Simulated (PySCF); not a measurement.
CCl and its ions

UHF; basis C aug-pcseg-1, Cl aug-pcseg-1; no relativity; PySCF 2.14. Neutral (UHF): doublet (π ↑), Re = 1.676 Å, ωe = 867 cm⁻¹, De = 2.12 eV, HOMO -10.61 eV, LUMO 0.65 eV.

CCl⁻ (UHF): triplet (π ↑↑), Re = 2.056 Å, ωe = 296 cm⁻¹. The energies at the minima are -497.18354 hartree for CCl and -497.22368 for CCl⁻.

(1) Work out the adiabatic electron affinity, without and with harmonic zero-point energies (1 hartree = 27.2114 eV, 1 eV = 8065.5 cm⁻¹), and the change of the bond length.

Hartree–Fock leaves out correlation, which carries a large part of most bond energies and some tenths to 1 eV of ionisation energies. States were picked by a PBE0 search and need not be the measured ground states.

Answers

(1) At UHF: 0.04014 hartree = 1.092 eV between the minima; the zero-point term (867.0 − 296.0)/2 cm⁻¹ = +0.035 eV makes it 1.128 eV. Re changes by +38.0 pm against the neutral. The electron enters a π orbital, and the ion is left as a loose complex of an ion and an atom.
